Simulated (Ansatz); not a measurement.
**NaOH, singlet: energies of several shapes or isomers**

Program: Ansatz, Gaussian basis, development build. Basis def2-SVP, nonrelativistic, 2 orbitals frozen in the corrections; active space CAS(8,5). Restricted Hartree–Fock, then the lowest state-specific CASSCF solution met for each case. A minimal or small basis: far from the basis limit. On stretched bonds single-reference methods can fail or change state. Solutions in different active orbitals can move differences by tenths of an eV and at times more than 1 eV.

Case A. A bond is stretched, to 1.26 times the sum of the covalent radii.

```xyz
3

Na    0.0000    0.0000    2.9250
O     0.0000    0.0000    0.0000
H     0.0000    0.0000   -0.9600
```

Case B:

```tsv
atom	x (Å)	y (Å)	z (Å)
Na	0.0000	0.0000	1.9500
O	0.0000	0.0000	0.0000
H	0.0000	0.0000	-0.9600
```

Energy less that of case A, in eV:

```csv
case,RHF/ROHF,CASSCF
B,-2.081,-2.082
```

Task: Give the SC-NEVPT2 energies against case A.

Result: B: -2.123 eV (-49.0 kcal/mol).
